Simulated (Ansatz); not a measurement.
in.yaml

```yaml
crystal:
  periodic: [false, false, false]
  atoms:
    - {symbol: As, position_ang: [0.000000, -0.025181, 0.000000]}
    - {symbol: H, position_ang: [0.000000, 0.935872, -0.972963]}
    - {symbol: H, position_ang: [0.000000, 0.935865, 0.972970]}
basis:
  gaussian: {orbitals: 6-31G}
magnetization: {spin_polarized: false, initial_magnetization: 1}
correlation: {method: bccd, electrons: outside_noble_gas}
scf: {lower_state_search: light}
output: {forces: true}
```

```sh
$ ansatz run in.yaml --threads 1 --pin off --events-out ev --progress --plain --max-ram 2393MiB
```

(1) Roughly how long does this take on 1 thread of Arm Neoverse V1, shared host, and how much host memory?

```
314 factors; integrals over basis functions are off by at most 5.3e-4 eV
mean field evaluation 1: about -60815.8658 eV, gradient 7.9e0 eV
mean field evaluation 2: about -60815.8882 eV, gradient 8.0e0 eV
mean field evaluation 4: about -60816.2076 eV, gradient 6.7e-1 eV
mean field evaluation 8: about -60816.2084 eV, gradient 3.3e-4 eV
mean field evaluation 16: about -60816.2084 eV, gradient 2.7e-2 eV
mean field evaluation 32: about -60813.3808 eV, gradient 7.7e-1 eV
mean field -60816.20841144 eV, -2234.9544364137 hartree, gradient 1.5e-6 eV, S^2 0.750000; 1 other end points of the search recorded, 0 dependent functions left out
determinant -60816.20841144 eV, -2234.9544364137 hartree, with singles and doubles -60817.87552081 eV, -2235.0157015532 hartree
determinant -60813.38158004 eV, -2234.8505522758 hartree, with singles and doubles -60815.05333019 eV, -2234.9119879610 hartree
14 core orbitals not correlated: weight in the atoms' cores, before any rotation towards them, 0.998 or more for the frozen orbitals, at most 0.001 for the correlated occupied ones
reference -60816.20841144 eV, -2234.9544364137 hartree; 4, 3 occupied and 15, 16 virtual orbitals, 314 factors
second order -1.22942743 eV of doubles, -0.03086494 eV of singles
cycle   1  -1.67261205 eV  change   -1.2e-1 eV  update   8.2e-3
cycle   2  -1.67578231 eV  change   -3.2e-3 eV  update   2.0e-3
cycle   3  -1.67667884 eV  change   -9.0e-4 eV  update   6.6e-4
cycle   4  -1.67681309 eV  change   -1.3e-4 eV  update   2.0e-4
cycle   5  -1.67680324 eV  change    9.9e-6 eV  update   5.2e-5
cycle   6  -1.67680012 eV  change    3.1e-6 eV  update   1.0e-5
cycle   7  -1.67679898 eV  change    1.1e-6 eV  update   2.1e-6
cycle   8  -1.67679855 eV  change    4.3e-7 eV  update   6.0e-7
the calculation of the forces begins
Total energy: -60817.88520998 eV, -2235.0160576236 hartree
Atom 0 at     0.000000    -0.025181     0.000000 Å, force     0.000000    -6.136497    -0.000022 eV/Å
Atom 1 at     0.000000     0.935872    -0.972963 Å, force     0.000000     3.068261    -3.431753 eV/Å
Atom 2 at     0.000000     0.935865     0.972970 Å, force    -0.000000     3.068236     3.431775 eV/Å
Dipole moment:    -0.000000     0.265922     0.000001 e Å
```

Forces (eV/Å):
```
As   0.000 -6.136  0.000
H    0.000  3.068 -3.432
H    0.000  3.068  3.432
```

Answers

(1) 1.1 s wall and 0.08 GiB.
